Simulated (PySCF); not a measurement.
Structure problem from calculated spectra and properties.

Formula: C3H2ClN2; charge -1.

| Item | Value |
| --- | --- |
| 1H NMR | chemical shifts (computed TMS as zero) by class: 6.99 (2 H) ppm [GIAO KT3/pcSseg-2] |
| XPS | Cl2p3/2 201.7, C1s 285.3 (×2), C1s 286.1, N1s 399.0 (×2), Cl1s 2824.4 eV [ΔSCF SCAN, pcX-2 on the ionised atom, pcseg-1 elsewhere, spin-free X2C, 2p3/2 from a spin–orbit splitting computed afterwards within the 2p shell] |
| NMR, other nuclei | isotropic shieldings of nuclei other than C and H, by class: -87 (2 N), 873 (1 Cl) ppm [GIAO KT3/pcSseg-2] |
| 13C NMR | chemical shifts (computed TMS as zero) by class: 127.0 (2 C), 102.3 (1 C) ppm [GIAO KT3/pcSseg-2] |
| Rotational structure | rotational constants A, B, C: 9.855, 2.033, 1.685 GHz [PBE0-D3(BJ)/def2-SVP] |

Electronic properties: PySCF, gas phase, density fitting. Levels stand in brackets. Isolated species at its PBE0-D3(BJ)/def2-SVP geometry, gas phase. The geometry's basis has no diffuse functions, a weakness for an anion. No diffuse functions stand in pcSseg-2, which bears on an anion's orbital energies. NMR classes are plain means over equivalent atoms (diastereotopic ones count apart unless rotation or inversion swaps them), as if these changed places fast.

Problem. What is the compound? Reason from the data.

Solution. Numbering: `[Cl:1][c:2]1[cH:3][n:4][n-:5][cH:6]1`. 3 carbons fall into 2 classes; from least to most shielded: aromatic CH next to a ring nitrogen [C3/C6] (127.0 ppm, 2 C), aromatic C–Cl carbon [C2] (102.3 ppm). All hydrogens form one class (6.99 ppm): aromatic hydrogen. The other shieldings belong to: -87 ppm, nitrogen bonded to C and N [N4/N5]; 873 ppm, aryl chlorine [Cl1]. The core levels belong to: Cl2p3/2 201.7 eV, aryl chlorine [Cl1]; C1s 285.3 eV, aromatic CH next to a ring nitrogen [C3/C6]; C1s 286.1 eV, aromatic C–Cl carbon [C2]; N1s 399.0 eV, nitrogen bonded to C and N [N4/N5]; Cl1s 2824.4 eV, aryl chlorine [Cl1]. The optimised geometry has point group C2v and is an asymmetric top. Structure: `Clc1cn[n-]c1`. The assignments are read from this structure; whether some other isomer fits the data as well wasn't checked.
